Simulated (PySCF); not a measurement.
Compound: C₂HClS.
SMILES: `S=C=CCl`

The calculation used MP2 and CCSD/aug-cc-pVDZ in PySCF, restricted Hartree–Fock reference, frozen core, non-relativistic, gas phase, PBE0-D3(BJ)/def2-SVP geometry.

E(HF) = -933.29700 Eh.

(1) How large is the problem?

(2) What are the MP2 and CCSD correlation energies?

(3) What is the T1 diagnostic?

(4) How does correlation change the dipole moment?

## Answers

(1) 109 basis functions and 46 electrons; 12 orbitals frozen, which leaves o = 11 correlated occupied and v = 86 virtual orbitals. That is o·v = 946 singles and o·v(o·v + 1)/2 = 447931 distinct closed-shell doubles amplitudes before symmetry; the costliest CCSD step grows as o²v⁴ = 6.6 × 10^9.

(2) MP2 -0.5477 Eh and CCSD -0.5771 Eh, which gives totals of -933.84469 and -933.87408 Eh. That is 0.714 eV for each correlated electron at CCSD (1515 kJ/mol in all, 0.062 % of the total energy); MP2 gives 94.9 % of the CCSD value.

(3) 0.0158, below the customary warning level of 0.02. It is the norm of the spatial-orbital singles amplitudes over the root of the number of correlated electrons, so the norm is 0.074.

(4) HF gives 1.17 D and CCSD (unrelaxed density) 1.06 D, a change of -0.11 D; the two vectors are 25° apart.

Connected triples and the basis-set limit are missing.

The job also held the EOM ionisation and excitation roots. Hardware: an x86-64 server with one thread, no GPU, on a shared host. Cost: 3.1 min of wall time.
